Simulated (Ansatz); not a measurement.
**AlP+ (doublet): from Hartree-Fock to the top rungs, cc-pVTZ**

The task here is to estimate one member of a computed series from the others.

Program: Ansatz 0.2.0, Gaussian basis. Level of theory: cc-pVTZ, core rule «outside noble gas», up to 10 orbitals frozen. These are calculated values, not measurements.

The runs, in order: UHF; CCSD(T) on ROHF; CCSD(T) on UHF; BCCD(T) on ROHF; CISD; CCSDT(Q) on ROHF; CCSDT(Q) on UHF.

8 further runs of the same task are left out: 4 for a known fault of the program, 4 set aside as unsound or not needed.

## The geometry

The geometry is a PBE0/def2-TZVP stationary point (not a proven minimum) of the parent state, kept for this charge and spin.

2 atoms, charge 1, spin multiplicity 2.

Atoms are counted from 1 here; the program's logs count them from 0.

Bond lengths: Al1–P2 2.073 Å.

Set-up of the first run:

Contents of in.yaml:

```yaml
crystal:
  periodic: [false, false, false]
  atoms:
    - {symbol: Al, position_ang: [0.000000, 0.000000, 0.000000]}
    - {symbol: P, position_ang: [0.000000, 0.000000, 2.072600]}
basis:
  gaussian: {orbitals: cc-pVTZ}
total_charge: 1
magnetization: {spin_polarized: true, initial_magnetization: 1}
hamiltonian: {xc: hf}
output: {orbitals: {seedname: orbitals}}
```

The run is started by

```sh
$ ansatz run in.yaml --threads 1 --pin off --events-out ev --progress --plain --max-ram 4096MiB --backend cpu
```

Among the steps run: UHF; CCSD(T) on ROHF; CCSD(T) on UHF; BCCD(T) on ROHF; CISD; CCSDT(Q) on ROHF; CCSDT(Q) on UHF.

One of the session's tables, all rows but one given; the rest of the session is left out.

| method | from RCCSDT(Q) (kJ/mol) |
| --- | --- |
| ROHF | +552.6 |
| UHF | +388.3 |
| RMP2 | +104.8 |
| UMP2 | +81.9 |
| CISD | ? |
| RCCSD | +43.0 |
| UCCSD | +9.1 |
| RCCSD(T) | +7.5 |
| UCCSD(T) | -10.1 |
| BCCD(T) | +7.9 |
| RCCSDT | +3.3 |
| UCCSDT | -29.6 |
| RCCSDT(Q) | 0 |
| UCCSDT(Q) | -41.9 |

Q: Estimate the row for CISD from the others.

As computed: from RCCSDT(Q) (kJ/mol): +78.7. In the column «from RCCSDT(Q) (kJ/mol)» it lies between RCCSD (+43.0) and UMP2 (+81.9).

Caveats from the session: The determinant is far from a pure spin state, so its energy mixes those of several spin states (harmless only where they are near-degenerate, as at dissociation). The program flags UCCSD(T), UCCSDT(Q) as in doubt, so those rows may rest on another solution; read them beside their warnings. Restricted and unrestricted rows rest on different reference determinants; where their highest levels disagree by more than a few hundredths of an eV, they describe different states and don't form one ladder.
